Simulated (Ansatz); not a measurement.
## H$_{3}$Si–GeH$_{3}$, singlet: reading a ladder of total energies

Geometry: a PBE0/def2-TZVP stationary point for this spin, not checked as a minimum.

```xyz
8

Si   -1.6869   -0.0057    0.0011
Ge    0.6924    0.0023   -0.0004
H    -2.2037    1.3885    0.0032
H    -2.1959   -0.7069    1.2093
H    -2.1974   -0.7038   -1.2084
H     1.2392   -1.4352   -0.0026
H     1.2327    0.7222    1.2467
H     1.2311    0.7254   -1.2464
```

Basis cc-pVDZ; Ansatz 0.2.0. Correlated methods freeze the noble-gas cores and the filled d shells of p-block atoms, which leaves 14 electrons in 56 orbitals. R marks a restricted (for open shells ROHF) determinant. No spin–orbit coupling is included, and no scalar relativity.

Full CI isn't at hand for all of this; RCCSDT(Q) serves as the reference, and is uncertain by about the last step of the cluster series.

Runs differ by some tens of microhartree through their thresholds, so steps under 0.03 kcal/mol mean nothing.

```tsv
level	total energy (hartree)
RHF	-2367.744369
RMP2	-2367.954177
RCCSD	-2368.004661
RCCSD(T)	-2368.010469
RCCSDT	-2368.011603
RCCSDT(Q)	-2368.011816
```

Question: What is the correlation energy at RCCSDT(Q), and what share of it do RMP2 and RCCSDT recover?

Answer: E(corr) = -2368.011816 − (-2367.744369) = -0.267447 hartree = -7.278 eV. RMP2: -0.209808 / -0.267447 = 78.45 %. RCCSDT: -0.267234 / -0.267447 = 99.92 %.

Question: By how many kcal/mol does RCCSD(T) miss RCCSDT(Q) (1 hartree = 627.509 kcal/mol), and which steps make up the rest?

Answer: -2368.010469 − (-2368.011816) = 0.001347 hartree = 0.85 kcal/mol. Steps: RCCSDT − RCCSD(T) = -0.71, RCCSDT(Q) − RCCSDT = -0.13 kcal/mol. Differences between like states or geometries often cancel part of this.
